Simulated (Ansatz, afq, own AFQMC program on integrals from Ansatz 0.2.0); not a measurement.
AFQMC on a folder of integrals that Ansatz 0.2.0 wrote.

```yaml
crystal:
  periodic: [false, false, false]
  atoms:
    - {symbol: Cu, position_ang: [0.000000, 0.000000, 0.000000]}
    - {symbol: B, position_ang: [0.000000, 0.000000, 2.139000]}
basis:
  gaussian: {orbitals: def2-SVP}
magnetization: {spin_polarized: false}
correlation: {method: ccsd_t, electrons: outside_noble_gas, hamiltonian_folder: ham}
```

```sh
$ ansatz run in.yaml --threads 1 --pin off --events-out ev --progress --plain --max-ram 1382MiB
```

afq runs on the folder ham with

```
--method free --trial cisd --walkers 60 --time-step 0.03 --max-blocks 80 --target-error 0.00045 --factor-cut 1e-05 --seed 2805 --times 0,0.21,0.42,0.81,1.2,1.8,2.4,3 --taylor-order 8
```

Times are imaginary, in 1/Eh. The walk had a cap of 522 s.

Log:

```
orbitals 35  electrons 7 7  factors 291 of 492
reference energy -1663.19680870 Eh
CCSD correlation -0.35948935 Eh in 18 cycles, weight of the determinant in the CISD state 0.7931
repeat  energy at the last time / Eh  error
    10  -1663.561860  0.005219
    20  -1663.561902  0.003353
    30  -1663.564533  0.003487
    40  -1663.565817  0.003266
    50  -1663.566335  0.003265
    60  -1663.565810  0.002948
    70  -1663.567116  0.003095
    80  -1663.568670  0.002962
time / (1/Eh)  energy / Eh  error  mean overlap
  0.00  -1663.556976  0.001373  1.2630
  0.21  -1663.565298  0.001000  1.2617
  0.42  -1663.571026  0.001150  1.2419
  0.81  -1663.573646  0.001293  1.2434
  1.20  -1663.575056  0.001434  1.2369
  1.80  -1663.574605  0.001689  1.2596
  2.40  -1663.578249  0.002530  1.2547
  3.00  -1663.568670  0.002962  1.3415
energy -1663.568670 +/- 0.002962 Eh
```

The run failed at least one of its tests; the cautions name the faults.

Against this walk (error 80.6 meV) on the same determinant: CCSD(T) 255.3 meV lower, CCSDT(Q) 272.3 meV lower. The error is statistical, and a free projection of finite length keeps a remainder of its start. The last points scatter (meV from the last: -135 ± 35 at 0.81, -174 ± 39 at 1.20, -161 ± 46 at 1.80, -261 ± 69 at 2.40, 0 ± 81 at 3.00); the last is the one printed as the energy, and the gaps above move with that scatter.

Cautions: remainder of the start not in the error; error above the target (80.6 against 12.2 meV); no relativity below Rb; outer-core shells of the metal frozen; higher spins were not checked; restricted determinant unstable towards unrestricted (UHF 406 meV lower, ⟨S²⟩ 0.80); strong correlation (T1 0.049, weight of the determinant 0.79, largest double 0.13); (T) is large, 6 % of the CCSD correlation; CCSDT(Q) on the UHF determinant differs (29 meV lower), perhaps since the unrestricted series falls towards higher spin.

The walk took 110 s on 1 thread of Intel(R) Xeon(R) Platinum 8488C (Sapphire Rapids), with other jobs on the host. The log's last line is the free-projection energy.

CCSDT and higher add their correlation energy to the determinant of the CCSD(T) run, since their own runs factorise the integrals more tightly (a shift of under 2 meV). A walk keeps the symmetry of its determinant, which the program's search chose and which needn't be the lowest solution, so a lower state of the same spin and another symmetry isn't excluded.
